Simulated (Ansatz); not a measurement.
**C2H3Cl2N: geometry optimisation in Python**

What geometry does C2H3Cl2N take? Aim: a geometry optimisation, for C2H3Cl2N, run from a script. SMILES: NC(Cl)=CCl.

Computed with Ansatz 0.2.0, driven from Python. Level of theory: B3LYP/def2-SVP.

**1. The structure**

Bond lengths: N1–C2 1.344 Å, C2–Cl3 1.703 Å, C2–C4 1.293 Å, C4–Cl5 1.743 Å, N1–H6 1.030 Å, N1–H7 1.060 Å, C4–H8 1.085 Å. Angles: N1–C2–Cl3 109.7°, N1–C2–C4 129.7°, Cl3–C2–C4 120.4°, C2–N1–H6 114.3°, C2–N1–H7 111.7°, H6–N1–H7 107.5°, C2–C4–Cl5 125.5°, C2–C4–H8 124.4°, Cl5–C4–H8 109.6°.

No structure file is read: the coordinates are typed or built in the script.

**2. The code**

The input, opt_c2h3cl2n.py:

```python
# -*- coding: utf-8 -*-
import ansatz as az
import numpy as np

BASIS_SET = "def2-SVP"
XC = "B3LYP"

geometry_ang = [
    ("N", [0.6335, 1.0471, 0.3133]),
    ("C", [0.1943, -0.2228, 0.3072]),
    ("Cl", [0.5985, -0.9772, 1.779]),
    ("C", [-0.3787, -0.8948, -0.6372]),
    ("Cl", [-0.9548, -0.235, -2.1445]),
    ("H", [0.6032, 1.5015, 1.2367]),
    ("H", [0.0856, 1.655, -0.3599]),
    ("H", [-0.6895, -1.9309, -0.5504]),
]
mol = az.Crystal.molecule()
for symbol, xyz in geometry_ang:
    mol = mol.atom(symbol, xyz)

model = mol.calculation().basis(gaussian=BASIS_SET).functional(XC)
symbols = [site.symbol for site in mol.cartesian_sites]
start = np.array([site.position_ang for site in mol.cartesian_sites], dtype=float)
r = model.relax(force_tolerance=0.02).run().report
end = np.array(r["positions_ang"])

for key in ("converged", "free_energy_ev", "reference_energy_ev", "n_frozen", "n_occupied", "n_virtual"):
    print(f"{key:22s} {r[key]}")

print("final positions (A) and the move of each atom")
for symbol, xyz, old in zip(symbols, end, start):
    print(f"{symbol:2s} {xyz[0]:10.5f} {xyz[1]:10.5f} {xyz[2]:10.5f}   {np.linalg.norm(xyz - old):7.4f}")

charges = r["charge_distribution"]
dipole = np.array(charges["dipole_moment_e_ang"]) * 4.803205
print("dipole (D): {:.3f} {:.3f} {:.3f}, length {:.3f}".format(*dipole, np.linalg.norm(dipole)))
print("atom  Mulliken   Lowdin")
for symbol, m, l in zip(symbols, charges["mulliken_charges_e"], charges["lowdin_charges_e"]):
    print(f"{symbol:4s} {m:9.3f} {l:8.3f}")
with open("c2h3cl2n_opt.xyz", "w") as handle:
    handle.write(f"{len(symbols)}\nrelaxed C2H3Cl2N\n")
    handle.writelines(f"{s:2s} {x:11.6f} {y:11.6f} {z:11.6f}\n" for s, (x, y, z) in zip(symbols, end))
```

**3. What the engine is handed**

The engine receives this input:

```yaml
crystal:
  periodic: [false, false, false]
  atoms:
    - { symbol: "N", position_ang: [0.6335, 1.0471, 0.3133] }
    - { symbol: C, position_ang: [0.1943, -0.2228, 0.3072] }
    - { symbol: Cl, position_ang: [0.5985, -0.9772, 1.779] }
    - { symbol: C, position_ang: [-0.3787, -0.8948, -0.6372] }
    - { symbol: Cl, position_ang: [-0.9548, -0.235, -2.1445] }
    - { symbol: H, position_ang: [0.6032, 1.5015, 1.2367] }
    - { symbol: H, position_ang: [0.0856, 1.655, -0.3599] }
    - { symbol: H, position_ang: [-0.6895, -1.9309, -0.5504] }
basis:
  gaussian:
    orbitals: def2-SVP
hamiltonian:
  xc: b3lyp
relax:
  f_tol: 0.02
```

**4. Running it**

Command:

```bash
python opt_c2h3cl2n.py
```

Q: Predict the main results. Wanted: total energy; dipole moment; moves of the relaxation; energy gained; last largest force component.

**Answer**, as computed:

```
                    quantity           value
                total energy  -28647.7376 eV
               dipole moment          1.73 D
     moves of the relaxation               5
               energy gained        0.316 eV
last largest force component     0.0077 eV/Å
```

**Reading.** The relaxation took 5 moves; the largest shift is 0.139 Å, of atom 7 (H). The end point is the stationary point reached from this start; no frequency run checks that it is a minimum, and the basis set is modest. The Löwdin charges here are taken after orthogonalising the functions within each atom; they differ from plain Löwdin charges, and their signs can be unphysical. b3lyp holds the VWN-RPA fit, as in Gaussian; the form of ORCA and Turbomole is b3lyp5.
